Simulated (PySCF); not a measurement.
# BH5OSi: the cost of one run

Programs: PySCF 2.14.0, with density-fitted response routines of our own. Each step states its level of theory. These are calculated values for one molecule in the gas phase, unless marked as measured. Atoms are numbered from 0 throughout.

### 1 Starting geometry

8 atoms, charge 0, multiplicity 1; geometry from: GFN2-xTB. The atoms were then displaced at random by about 0.01 Å, so the start is not that level's minimum.

Bonds of the start (Å): B0–Si1 1.99, Si1–O2 1.65, B0–H3 1.15, B0–H4 1.16, Si1–H5 1.47, Si1–H6 1.48, O2–H7 0.94.

### 2 Optimising the geometry at PBE0-D3(BJ)/def2-SVP

Job settings and geometry (Å):

```
{"job": {"xc": "PBE0", "basis": "def2-SVP", "d3": "d3bj", "grid": 1, "shake": 0.01, "kind": "geom"}, "charge": 0, "multiplicity": 1}
B      1.364760    -0.374250     0.060330
Si    -0.402800     0.538370     0.057600
O     -1.633420    -0.357120    -0.589360
H      1.500250    -1.503650    -0.085020
H      2.328420     0.254790     0.193980
H     -0.542390     1.730190    -0.797740
H     -0.803300     0.941530     1.423880
H     -1.756390    -1.249000    -0.316130
```

On the command line:

```
OMP_NUM_THREADS=1 python probes_run.py task.json out
```

One launch serves the whole session: the jobs run in the order shown.

**Question.** How long does this first job take on 1 thread of Arm Neoverse V1, shared host, and how much memory does it need?

About 6.6 s, with a peak of 0.31 GiB.
